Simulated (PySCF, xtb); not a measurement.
tetrafluoromethane (CF₄), SMILES FC(F)(F)F.

Harmonic wavenumbers (cm⁻¹) from xtb with GFN2-xTB at its own minimum, in rising order: 380, 380, 545, 545, 545, 861, 1147, 1147, 1147.

Task: What does PBE-D3(BJ)/def2-SVP run with PySCF 2.14.0 give at its own minimum? (An estimate is asked for; the answer gives what the named calculation found.)

Result: 420, 420, 608, 608, 608, 885, 1254, 1254, 1254. Paired by order, the mean absolute difference is 68 cm⁻¹ and the zero-point energies are 9.6 and 10.5 kcal/mol.
